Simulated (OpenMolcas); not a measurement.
## How methods differ on BSiH5 (SMILES B[SiH3])

The species is BSiH5 (7 atoms), meant as a singlet with charge 0. SMILES: `B[SiH3]`. Geometry: relaxed at PBE0-D4/def2-TZVP.

```xyz
7

B    -0.0432   -1.1890    0.2043
Si    0.0891    0.7853   -0.1485
H    -1.1260   -1.6906    0.2901
H     0.9064   -1.9025    0.3354
H    -0.6160    1.0934   -1.4272
H    -0.6236    1.5167    0.9396
H     1.4745    1.3188   -0.2395
```

Quantity: the energy change with the Si2–H7 bond stretched from 1.487 to 1.711 Å, in eV. The values are calculated.

| level | kind | program | value (eV) | less CCSD(T)/def2-TZVP |
| --- | --- | --- | --- | --- |
| HF/def2-TZVP (unrestricted) | Hartree–Fock | OpenMolcas | 0.38 | +0.04 |
| SVWN5/def2-TZVP (restricted) | LDA | OpenMolcas | 0.29 | -0.05 |
| TPSS/def2-TZVP (restricted) | meta-GGA | OpenMolcas | 0.33 | -0.01 |
| M06-2X/def2-TZVP (restricted) | hybrid meta-GGA | OpenMolcas | 0.36 | +0.02 |
| PBE0/def2-TZVP (restricted) | global hybrid | OpenMolcas | 0.32 | -0.02 |
| B2PLYP/def2-TZVP (restricted) | double hybrid | OpenMolcas | 0.35 | +0.01 |
| MP2/def2-TZVP (restricted) | perturbation theory | OpenMolcas | 0.37 | +0.03 |
| CCSD(T)/def2-TZVP (Cholesky decomposition) (restricted) | coupled cluster or CI | OpenMolcas | 0.34 | 0.00 |

CCSD(T)/def2-TZVP (Cholesky decomposition) (restricted) is the highest level here, not the true value. The first shape isn't each level's own minimum. The values span 0.29 to 0.38 eV.
